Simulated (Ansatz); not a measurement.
**Multireference treatment of C₃H₂O, singlet**

Program: Ansatz, Gaussian basis, development build. Basis cc-pVTZ, nonrelativistic, no frozen core. State-specific CASSCF; RHF is the lowest restricted (open-shell) Hartree–Fock solution met. Solutions may break the symmetry of the shape. The lowest solution met needn't be the lowest there is, nor hold the orbitals that a chemist would pick.

Geometry:

```xyz
6

C     0.0159   -0.8177   -0.2549
O     0.0038   -1.4573    0.7815
C    -0.0013    0.6606   -0.2458
C    -0.0142    1.8563   -0.2982
H     0.0181   -1.2870   -1.2329
H    -0.0120    2.9136   -0.2981
```

(1) What do CASSCF and its corrections give against RHF in CAS(8,7), and what are the occupations?

(2) Roughly how much CPU time does a whole run from the default start take (median of such runs, summed over threads; nearly all runs on one pinned thread of a shared server, mostly Xeon at 2.3 to 2.6 GHz, by a development driver)?

## Answers

(1) CASSCF -2.873 eV, SC-NEVPT2 -19.853 eV; occupations 2.00, 1.94, 1.94, 1.91, 0.10, 0.06, 0.05.

(2) CAS(8,7): about 10 s. Other jobs ran beside these, and the count of passes differs.
